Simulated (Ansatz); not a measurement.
Gas-phase electronic energies from Ansatz, PBE0-D4/def2-TZVP geometries. CCSD(T)/CBS adds triple-zeta CCSD(T) − MP2 to the extrapolated MP2 energy (def2 sets, frozen cores). This one scheme is used for every species. DFT in def2-TZVPP. One conformer a species, not always the lowest.

`C=CCCF` + HCl → `C=CCCCl` + H–F  (substitution at a C–F bond)

| species | LDA (SPW92) energy (Eh) |
| --- | --- |
| `C=CCCF` | -254.43560 |
| HCl | -459.31375 |
| `C=CCCCl` | -613.91625 |
| H–F | -99.83933 |

Task: Work out ΔE.

Result: ΔE = (-613.91625) + (-99.83933) − (-254.43560) − (-459.31375) = -0.00623 Eh = -0.17 eV. CCSD(T)/CBS gives -0.27 eV.

Largest T1 diagnostic among the species: 0.011.

At CCSD(T), def2-SVP lies +0.25 eV from the extrapolated value and def2-TZVPP +0.07 eV. Leaving LDA and LC-ωPBE aside and taking each functional with its dispersion term where it has one, the values, not all of them listed here, spread over 0.14 eV, from revPBE-D4 to CAM-B3LYP-D4. The D4 term adds −0.07 eV with B3LYP and −0.04 eV with PBE0; it sums over pairs of atoms, weighted by their polarisabilities, and B3LYP, whose exchange is more repulsive, gets the larger term.

B3LYP here is the variant with VWN-RPA as its local correlation; programs differ in this.
